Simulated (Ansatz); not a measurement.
# Worked example: correlation energy of [Cl···H···SiH$_{3}$], doublet

Geometry: a point of a hydrogen-transfer path between rigid fragments, not a stationary point.

```xyz
6

Cl   -1.6542    0.0000    0.0000
H     0.3888    0.0000    0.0000
Si    1.8288    0.0000    0.0000
H     2.2788   -1.4163    0.0000
H     2.2788    0.7081   -1.2265
H     2.2788    0.7081    1.2265
```

Basis cc-pVDZ; Ansatz 0.2.0. Only valence electrons are correlated (noble-gas cores frozen), which leaves 15 electrons in 46 orbitals. R marks a restricted (for open shells ROHF) determinant, U an unrestricted one.

Full CI isn't at hand for all of this; UCCSDT(Q) serves as the reference, and is uncertain by about the last step of the cluster series.

Runs differ by some tens of microhartree through their thresholds and, for an open shell, their frozen cores, so steps under 0.03 kcal/mol mean nothing.

```tsv
level	total energy (hartree)
UHF	-750.703795
UMP2	-750.936634
UCCSD	-750.983692
UCCSD(T)	-750.987953
UCCSDT	-750.988811
UCCSDT(Q)	-750.989061
```

Task: What is the correlation energy at UCCSDT(Q), and what share of it do UMP2 and UCCSD recover?

Result: E(corr) = -750.989061 − (-750.703795) = -0.285266 hartree = -7.762 eV. UMP2: -0.232839 / -0.285266 = 81.62 %. UCCSD: -0.279897 / -0.285266 = 98.12 %.

Task: By how many kcal/mol does UCCSD(T) miss UCCSDT(Q) (1 hartree = 627.509 kcal/mol), and which steps make up the rest?

Result: -750.987953 − (-750.989061) = 0.001108 hartree = 0.70 kcal/mol. Steps: UCCSDT − UCCSD(T) = -0.54, UCCSDT(Q) − UCCSDT = -0.16 kcal/mol. That is within 1 kcal/mol of the reference in this basis, which itself misses far more of the correlation at the basis-set limit.
